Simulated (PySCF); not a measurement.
A run for PySCF: R-B3LYP/6-31G* on CH3NO (SMILES NC=O).

```python
from pyscf import gto, scf, dft, mp
from pyscf.data.elements import chemcore

mol = gto.M(
    atom='''
    C     2.01864900   -0.05288300    0.00000000
    O     1.45220000   -1.14363400    0.00000000
    N     1.40777000    1.14248400    0.00000000
    H     1.96459600    1.97703600    0.00000000
    H     0.38724400    1.20778200    0.00000000
    H     3.11706100    0.01370100    0.00000000
    ''',
    basis='6-31g*',
    cart=True,
    charge=0, spin=0, verbose=3, max_memory=1800)
mf = dft.RKS(mol, xc='b3lyp')
mf.conv_tol = 1e-8
mf.max_cycle = 100
mf.kernel()
if not mf.converged:
    mf = mf.newton().run(mf.mo_coeff, mf.mo_occ)
```

Output:

```
converged SCF energy = -169.887831537838
```

Self-consistency was reached.

Cost: around 2.9 core-seconds (rough).
